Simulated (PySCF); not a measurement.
LiF, SMILES [Li][F].

Geometry: PBE0-D3(BJ)/def2-TZVPD.

Two levels are set side by side: PBE/def2-TZVPD (PySCF) and r2SCAN/def2-TZVPD (PySCF). Same geometry, gas phase. Differences are taken from unrounded values.

```json
[
 {"quantity": "orbital gap (eV)", "r2SCAN": "5.56"},
 {"quantity": "highest occupied level (eV)", "r2SCAN": "-6.36"},
 {"quantity": "lowest empty level (eV)", "r2SCAN": "-0.81"},
 {"quantity": "dipole moment (D)", "r2SCAN": "6.26"},
 {"quantity": "mean polarisability (bohr³)", "r2SCAN": "10.2"}
]
```

**Question.** What does PBE give, and how far is it from r2SCAN? (The exact figures need the calculation; the answer reports its results.)

**Answer.** 
```tsv
quantity	PBE	PBE minus r2SCAN
orbital gap (eV)	4.57	-0.99
highest occupied level (eV)	-6.10	0.26
lowest empty level (eV)	-1.53	-0.73
dipole moment (D)	6.13	-0.13
mean polarisability (bohr³)	11.3	1.1
```

Rough cost on one machine, each run with all the roots and properties that it gave: r2SCAN against PBE about 4 times.
